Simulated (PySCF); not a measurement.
**A diatomic session: NaO+**

One job finds the state of NaO+, follows it along the bond with each method and fits the curves.

Computed with PySCF 2.14.0. Level: Na pcseg-1, O pcseg-1, no relativity.

## (1) The job

Settings of the job:

```
atoms                         : Na, O
charge                        : 1
basis                         : Na pcseg-1, O pcseg-1
Hamiltonian                   : no relativity
basis functions               : 24
electrons treated             : 18
masses in u                   : 22.9898, 15.9949
levels                        : PBE0, PBE, r²SCAN, revPBE, MN15, r²SCANh, ωB97X, HF, MP2, SCS-MP2, CCSD, CCSD(T)
grid                          : 80 radial by 434 angular points
occupations                   : held fixed by the projection of orbital angular momentum
dissociation limit            : Na+ + O, each in its ground configuration
starting distance in angstrom : 2.275
values of 2S to try           : 0, 2
```

Started as:

```bash
> OMP_NUM_THREADS=1 python dia.py task.json out
```

Further steps of the session: PBE0 along the bond; Excited determinants; PBE (GGA); r²SCAN; revPBE (GGA); MN15 (hybrid meta-GGA); r²SCANh (hybrid meta-GGA); ωB97X (range-separated hybrid); UHF; MP2 and coupled cluster.

Q: Predict the outcome of this session. Wanted: for each run, Re; ωe; De; μ.

As calculated:

Lowest PBE0 solution found, without spin–orbit coupling: ³Σ⁻ (triplet), unpaired electrons π ↑↑. State 2 has its PBE0 minimum 0.32 eV higher. State 3 has its PBE0 minimum 0.78 eV higher, as a spin-mixed determinant (⟨S²⟩ = 1.00), so this is no gap between pure states. State 4 has its PBE0 minimum 1.08 eV higher, as a spin-mixed determinant (⟨S²⟩ = 1.00), so this is no gap between pure states. The other levels ran on the lowest alone.

| level | Re (Å) | ωe (cm⁻¹) | De (eV) | μ (D) |
| --- | --- | --- | --- | --- |
| UHF | 2.567 | 169.4 | 0.258 | -4.74 |
| UHF-MP2 | 2.590 | 168.9 | 0.280 | n/a |
| UHF-SCS-MP2 | 2.590 | 169.2 | 0.283 | n/a |
| UHF-CCSD | 2.591 | 170.0 | 0.288 | n/a |
| UHF-CCSD(T) | 2.592 | 170.3 | 0.291 | n/a |
| PBE | 2.547 | 180.6 | 0.358 | -4.47 |
| revPBE | 2.611 | 164.5 | 0.329 | -4.59 |
| r²SCAN | 2.546 | 177.5 | 0.315 | -4.58 |
| r²SCANh | 2.539 | 178.7 | 0.310 | -4.58 |
| PBE0 | 2.532 | 181.2 | 0.319 | -4.54 |
| MN15 | 2.573 | 173.3 | 0.293 | -4.66 |
| ωB97X | 2.559 | 172.1 | 0.301 | -4.62 |

De is counted to Na+ + O in their ground configurations. A positive dipole points from Na to O; in an ion it is taken about the centre of mass and does not tell which atom is negative.

The methods spread over 0.079 Å in bond length, from PBE0 to revPBE. CCSD(T) can't serve as the judge here: for a weak bond in this basis it is far from its limit. Among the levels with a De in the table, it runs from 0.258 eV (UHF) to 0.358 eV (PBE).

Correlated steps freeze 2 core orbitals. The bond is weak, and basis-set superposition, which was not computed, may be a sizeable part of it.
